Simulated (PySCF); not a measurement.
## Partial charges of `C=COC(C)=O`

C₄H₆O₂.
Cartesian coordinates in Å at the PBE0-D3(BJ)/def2-TZVP level; atoms count from 1:
```xyz
12
C4H6O2 angstrom
C     -2.058    0.054    1.457
C     -1.208   -0.479    0.598
O     -0.097    0.221    0.202
C      0.735   -0.365   -0.699
C      1.866    0.553   -1.029
O      0.556   -1.456   -1.156
H     -1.908    1.044    1.868
H     -2.930   -0.508    1.760
H     -1.304   -1.461    0.153
H      2.311    0.954   -0.118
H      2.607    0.019   -1.618
H      1.483    1.399   -1.605
```

Density: PBE0/pcSseg-2 (PySCF); schemes: Mulliken, IAO, Hirshfeld and ESP-fitted. Isolated species at its PBE0-D3(BJ)/def2-TZVP geometry (one conformer only).

**Question.** For which atoms does the sign change between the 4 schemes (beyond +0.03 e in one, beyond −0.03 e in another)?

**Answer.** For none.

**Question.** Do the Mulliken, IAO, Hirshfeld and ESP-fitted schemes agree on where the charge is highest?

**Answer.** All schemes agree: Mulliken C4 (+0.416); IAO C4 (+0.545); Hirshfeld C4 (+0.220); ESP-fitted C4 (+0.852).

**Question.** Do the Mulliken, IAO, Hirshfeld and ESP-fitted schemes agree on where the charge is lowest?

**Answer.** The schemes don't all agree: Mulliken O6 (-0.401); IAO C5 (-0.490); Hirshfeld O6 (-0.249); ESP-fitted C5 (-0.711).

**Question.** Tabulate the Mulliken, IAO, Hirshfeld and ESP-fitted charges.

**Answer.** In e:

| atom | environment | Mulliken | IAO | Hirshfeld | ESP-fitted |
| --- | --- | --- | --- | --- | --- |
| C1 | terminal =CH2 carbon | -0.141 | -0.366 | -0.128 | -0.599 |
| C2 | vinylic carbon bearing oxygen | +0.161 | +0.047 | +0.021 | +0.131 |
| O3 | ester single-bonded oxygen | -0.334 | -0.322 | -0.090 | -0.325 |
| C4 | ester carbonyl carbon | +0.416 | +0.545 | +0.220 | +0.852 |
| C5 | methyl carbon next to a carbonyl | -0.053 | -0.490 | -0.126 | -0.711 |
| O6 | ester carbonyl oxygen | -0.401 | -0.455 | -0.249 | -0.553 |
| H7 | vinylic hydrogen | +0.062 | +0.165 | +0.053 | +0.250 |
| H8 | vinylic hydrogen | +0.067 | +0.170 | +0.056 | +0.218 |
| H9 | vinylic hydrogen | +0.063 | +0.171 | +0.053 | +0.136 |
| H10 | methyl hydrogen | +0.047 | +0.178 | +0.062 | +0.199 |
| H11 | methyl hydrogen | +0.063 | +0.177 | +0.062 | +0.203 |
| H12 | methyl hydrogen | +0.050 | +0.181 | +0.065 | +0.200 |

Mean size of the charges over all atoms: ESP-fitted 0.365 e, IAO 0.272 e, Mulliken 0.155 e, Hirshfeld 0.099 e. Each set sums to the total charge, 0, to within 0.001 e. The Hirshfeld scheme divides the density at each point in proportion to the densities of the neutral, spherically averaged free atoms.

**Question.** How closely do the schemes follow one another over all atoms?

**Answer.** Correlation coefficient and root-mean-square difference: IAO with ESP-fitted 0.99, 0.137 e; IAO with Hirshfeld 0.97, 0.198 e; Hirshfeld with ESP-fitted 0.95, 0.323 e; Mulliken with Hirshfeld 0.91, 0.111 e; Mulliken with IAO 0.86, 0.172 e; Mulliken with ESP-fitted 0.83, 0.286 e.

**Question.** How many electrons does the Mulliken scheme count on C5?

**Answer.** Z − q = 6 − (-0.053) = 6.053.

These values come from a run that also computed NMR shieldings. Time: 89 s wall, 2.6 min CPU; peak memory 2.2 GiB. Hardware: 2 threads of an Intel Xeon at 2.50 GHz (shared host).
